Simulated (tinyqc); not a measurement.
Inside a calculation. Method: FCI on RHF in the sto-3g basis, frozen core, for LiH, spin multiplicity 1. One step of it, computed by the program tinyqc.

Question. FCI: determinants and Hamiltonian. Slater-Condon rules over spin orbitals, with the nuclear repulsion and the energy of the frozen orbital added and E(HF) subtracted on the diagonal. Only determinants linked to the reference directly or through others are kept (one block of an abelian symmetry group), so some states are absent.

one-electron integrals dressed by the frozen orbital, h + 2 (pq|11) - (p1|1q) (hartree), order 2, 3, 4, 5, 6:
$$\begin{pmatrix}
-0.791134 & 0.046585 & 0.000000 & 0.000000 & -0.133509 \\
0.046585 & -0.363578 & 0.000000 & 0.000000 & 0.068455 \\
0.000000 & 0.000000 & -0.364706 & 0.000000 & 0.000000 \\
0.000000 & 0.000000 & 0.000000 & -0.364706 & 0.000000 \\
-0.133509 & 0.068455 & 0.000000 & 0.000000 & -0.213540
\end{pmatrix}$$

energy of the frozen orbital, 2 h_11 + (11|11) = -7.85081661 hartree

Two-electron integrals over orbitals (pq|rs), unique and non-zero (hartree); the lowest 1 orbital is frozen and left out:
```
(22|22) 0.495826    (32|22) -0.046585   (32|32) 0.011955    (33|22) 0.227331
(33|32) 0.005871    (33|33) 0.338986    (42|42) 0.024115    (43|42) 0.019201
(43|43) 0.041329    (44|22) 0.276246    (44|32) 0.004515    (44|33) 0.282261
(44|44) 0.312946    (52|52) 0.024115    (53|52) 0.019201    (53|53) 0.041329
(54|54) 0.016869    (55|22) 0.276246    (55|32) 0.004515    (55|33) 0.282261
(55|44) 0.279207    (55|55) 0.312946    (62|22) 0.133509    (62|32) -0.033272
(62|33) -0.008735   (62|44) -0.009662   (62|55) -0.009662   (62|62) 0.122774
(63|22) -0.050863   (63|32) 0.008248    (63|33) 0.036069    (63|44) 0.001237
(63|55) 0.001237    (63|62) -0.030896   (63|63) 0.026293    (64|42) -0.019487
(64|43) -0.013884   (64|64) 0.019396    (65|52) -0.019487   (65|53) -0.013884
(65|65) 0.019396    (66|22) 0.458001    (66|32) -0.041897   (66|33) 0.242132
(66|44) 0.269506    (66|55) 0.269506    (66|62) 0.141769    (66|63) -0.043435
(66|66) 0.456676
```

nuclear repulsion = 1.07410801 hartree

Hartree-Fock energy = -7.86315151 hartree

Give: determinants; H - E(HF) between determinants.

Answer.

Occupation strings over the orbitals (2 doubly, a alpha, b beta, 0 empty; spin orbitals ordered 1a 1b 2a 2b ...): 220000 2ab000 2a000b 2ba000 2b000a 202000 20a00b 200200 200020 20b00a 200002

H - E(HF) between determinants (hartree):
```
         220000   2ab000   2a000b   2ba000   2b000a   202000   20a00b   200200
220000   0.0000   0.0000   0.0000   0.0000   0.0000   0.0120  -0.0333   0.0241
2ab000   0.0000   0.1591   0.0176  -0.0120   0.0333   0.0525   0.0082   0.0192
2a000b   0.0000   0.0176   0.5398   0.0333  -0.1228   0.0082   0.0047  -0.0195
2ba000   0.0000  -0.0120   0.0333   0.1591   0.0176  -0.0525   0.1422  -0.0192
2b000a   0.0000   0.0333  -0.1228   0.0176   0.5398  -0.0082   0.0309   0.0195
202000   0.0120   0.0525   0.0082  -0.0525  -0.0082   0.6983   0.1045   0.0413
20a00b  -0.0333   0.0082   0.0047   0.1422   0.0309   0.1045   0.7515  -0.0139
200200   0.0241   0.0192  -0.0195  -0.0192   0.0195   0.0413  -0.0139   0.6700
200020   0.0241   0.0192  -0.0195  -0.0192   0.0195   0.0413  -0.0139   0.0169
20b00a   0.0333   0.1422   0.0309   0.0082   0.0047  -0.1045  -0.0263   0.0139
200002   0.1228  -0.0309   0.0083   0.0309  -0.0083   0.0263   0.0250   0.0194

         200020   20b00a   200002
220000   0.0241   0.0333   0.1228
2ab000   0.0192   0.1422  -0.0309
2a000b  -0.0195   0.0309   0.0083
2ba000  -0.0192   0.0082   0.0309
2b000a   0.0195   0.0047  -0.0083
202000   0.0413  -0.1045   0.0263
20a00b  -0.0139  -0.0263   0.0250
200200   0.0169   0.0139   0.0194
200020   0.6700   0.0139   0.0194
20b00a   0.0139   0.7515  -0.0250
200002   0.0194  -0.0250   1.1160
```
